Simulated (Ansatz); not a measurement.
# BSi₂ (quartet): the correlation ladder, cc-pVDZ

The task here is to estimate one member of a computed series from the others.

The runs use Ansatz 0.2.0, Gaussian basis; cc-pVDZ, core rule «outside noble gas», up to 11 orbitals frozen.

To be run: UHF; CCSD(T) on ROHF; CCSD(T) on UHF; BCCD(T) on ROHF; CISD as a restricted active space (open shells left free, so some higher excitations enter); CCSDT(Q) on ROHF; CCSDT(Q) on UHF; CASSCF and MRCISD+Q, 11 electrons in 11 orbitals; CASSCF and NEVPT2, 11 electrons in 11 orbitals.

20 further runs of the same task are left out: 9 that didn't finish, 11 set aside as unsound or not needed. Runs told in other sessions of the task aren't counted.

### What is computed

The geometry is a PBE0/def2-TZVP stationary point (not a proven minimum).

3 atoms, charge 0, spin multiplicity 4.

Atoms are counted from 1 here; the program's logs count them from 0.

Bond lengths: Si1–B2 1.955 Å, B2–Si3 1.955 Å. Angles: Si1–B2–Si3 180.0°.

As a file:

```xyz
3

Si    0.00000    0.00000    1.95450
B     0.00000    0.00000    0.00000
Si    0.00000    0.00000   -1.95450
```

Set-up of the first run:

The input, in.yaml:

```yaml
crystal:
  periodic: [false, false, false]
  atoms:
    - {symbol: Si, position_ang: [0.000000, 0.000000, 1.954501]}
    - {symbol: B, position_ang: [0.000000, 0.000000, 0.000000]}
    - {symbol: Si, position_ang: [0.000000, 0.000000, -1.954501]}
basis:
  gaussian: {orbitals: cc-pVDZ}
magnetization: {spin_polarized: true, initial_magnetization: 3}
hamiltonian: {xc: hf}
output: {orbitals: {seedname: orbitals}}
```

On the command line:

```console
$ ansatz run in.yaml --threads 1 --pin off --events-out ev --progress --plain --max-ram 2393MiB
```

Among the steps run: UHF; CCSD(T) on ROHF; CCSD(T) on UHF; BCCD(T) on ROHF; CISD as a restricted active space (open shells left free, so some higher excitations enter); CCSDT(Q) on ROHF; CCSDT(Q) on UHF; CASSCF and MRCISD+Q, 11 electrons in 11 orbitals; CASSCF and NEVPT2, 11 electrons in 11 orbitals.

One table of the session follows, with a row left open; its other results are not shown here.

```
           method  from RCCSDT(Q) (meV)
             ROHF                     ?
              UHF               +6390.9
             RMP2               +1575.8
             UMP2               +1620.3
             CISD                +986.9
            RCCSD                +352.0
            UCCSD                +345.3
         RCCSD(T)                 +83.5
         UCCSD(T)                 +84.1
          BCCD(T)                 +81.8
           RCCSDT                 +21.5
           UCCSDT                 +20.8
        RCCSDT(Q)                     0
        UCCSDT(Q)                  -0.7
  CASSCF frontier               +4709.1
  NEVPT2 frontier               +1250.3
  MRCISD frontier                +520.7
MRCISD+Q frontier                 +71.4
```

Estimate the missing values for ROHF.

**Answer.** from RCCSDT(Q) (meV): +6596.2. In the column «from RCCSDT(Q) (meV)» it is the highest.

With the free atoms at the same levels and basis (separate runs), the atomisation energy is 5.387 eV at RCCSDT(Q), 5.338 eV at RCCSD(T), 5.336 eV at UCCSD(T), 4.269 eV at ROHF.

Caveats from the session: Restricted and unrestricted rows rest on different reference determinants; a gap between their highest levels can come from leftover correlation error, from unlike frozen cores or from another state.
